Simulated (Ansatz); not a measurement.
```yaml
crystal:
  periodic: [false, false, false]
  atoms:
    - {symbol: Y, position_ang: [0.000000, 0.000000, 0.000000]}
    - {symbol: Si, position_ang: [0.000000, 0.000000, 2.560000]}
basis:
  gaussian: {orbitals: def2-TZVP}
total_charge: 1
hamiltonian: {xc: pbe0}
relax: {f_tol: 0.004, max_steps: 80}
```

```sh
$ ansatz run in.yaml --threads 1 --pin off --events-out ev --progress --plain --max-ram 2176MiB
```

Steps of the relaxation (energy above the last step; positions in Å, forces in eV/Å):

```
2
step 1, 63.1 meV
Y     0.000    0.000    0.000    0.000    0.000   -1.165
Si    0.000    0.000    2.560    0.000    0.000    1.165
```

```
2
step 2, 12.2 meV
Y     0.000    0.000   -0.085    0.000    0.000    0.427
Si    0.000    0.000    2.645    0.000    0.000   -0.427
```

```
2
step 3, 0.4 meV
Y     0.000    0.000   -0.062    0.000    0.000    0.080
Si    0.000    0.000    2.622    0.000    0.000   -0.080
```

```
2
step 4, 0.0 meV
Y     0.000    0.000   -0.058    0.000    0.000    0.004
Si    0.000    0.000    2.618    0.000    0.000   -0.004
```

```
2
step 5, 0.0 meV
Y     0.000    0.000   -0.058    0.000    0.000    0.000
Si    0.000    0.000    2.618    0.000    0.000    0.000
```

Close pairs at the end: Y1–Si2 2.675 Å.

A stationary point of restricted PBE0 after 5 steps (its stability towards spin polarisation wasn't tested). 13 s on 1 thread of Arm Neoverse V2, shared host.
